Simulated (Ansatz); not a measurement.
# AlNH₄ (triplet): the correlation ladder at a displaced geometry (v2), cc-pVDZ

One table from this session's results is given with a row withheld; the runs are named, their logs left out.

Computed with Ansatz 0.2.0, Gaussian basis. Level: cc-pVDZ, core rule «outside noble gas», up to 6 orbitals frozen.

Plan: UHF; CCSD(T) on ROHF; CCSD(T) on UHF; BCCD(T) on ROHF; CISD as a restricted active space (open shells left free, so some higher excitations enter); CCSDT(Q) on ROHF; CCSDT(Q) on UHF.

25 further runs of the same task are left out: 7 for a known fault of the program, 6 that didn't finish, 12 set aside as unsound or not needed. Runs told in other sessions of the task aren't counted.

## What is computed

The geometry is a PBE0/def2-TZVP stationary point (not a proven minimum) with its atoms shifted at random (size 0.100 Å).

6 atoms, charge 0, spin multiplicity 3.

Atoms are counted from 1 here; the program's logs count them from 0.

Bond lengths: Al1–N2 1.899 Å, Al1–H3 1.787 Å, Al1–H4 1.680 Å, N2–H5 1.036 Å, N2–H6 1.218 Å. Angles: N2–Al1–H3 79.6°, N2–Al1–H4 79.3°, H3–Al1–H4 158.9°, Al1–N2–H5 136.3°, Al1–N2–H6 118.1°, H5–N2–H6 104.6°.

The first run:

in.yaml

```yaml
crystal:
  periodic: [false, false, false]
  atoms:
    - {symbol: Al, position_ang: [0.055243, 0.003664, 0.717604]}
    - {symbol: N, position_ang: [-0.109632, 0.012038, -1.174174]}
    - {symbol: H, position_ang: [-0.033011, -1.751564, 0.394087]}
    - {symbol: H, position_ang: [0.050097, 1.655522, 0.412301]}
    - {symbol: H, position_ang: [-0.879296, -0.094789, -1.859072]}
    - {symbol: H, position_ang: [0.906904, -0.074526, -1.840106]}
basis:
  gaussian: {orbitals: cc-pVDZ}
magnetization: {spin_polarized: true, initial_magnetization: 2}
hamiltonian: {xc: hf}
output: {orbitals: {seedname: orbitals}}
```

Started as:

```
ansatz run in.yaml --threads 1 --pin off --events-out ev --progress --plain --max-ram 2393MiB
```

Among the steps run: UHF; CCSD(T) on ROHF; CCSD(T) on UHF; BCCD(T) on ROHF; CISD as a restricted active space (open shells left free, so some higher excitations enter); CCSDT(Q) on ROHF; CCSDT(Q) on UHF.

One of the session's tables, all rows but one given; the rest of the session is left out.

```
   method  from UCCSDT(Q) (kcal/mol)
     ROHF                    +176.01
      UHF                    +169.77
     RMP2                     +33.36
     UMP2                     +32.25
     CISD                     +22.10
    RCCSD                          ?
    UCCSD                      +5.84
 RCCSD(T)                      +1.42
 UCCSD(T)                      +1.34
  BCCD(T)                      +1.15
   RCCSDT                      +0.36
   UCCSDT                      +0.34
RCCSDT(Q)                      +0.04
UCCSDT(Q)                          0
```

Q: Estimate the row for RCCSD from the others.

As computed: from UCCSDT(Q) (kcal/mol): +6.13. In the column «from UCCSDT(Q) (kcal/mol)» it lies between UCCSD (+5.84) and CISD (+22.10).

To keep in mind: Restricted and unrestricted rows rest on different reference determinants; a gap between their highest levels can come from leftover correlation error, from unlike frozen cores or from another state.
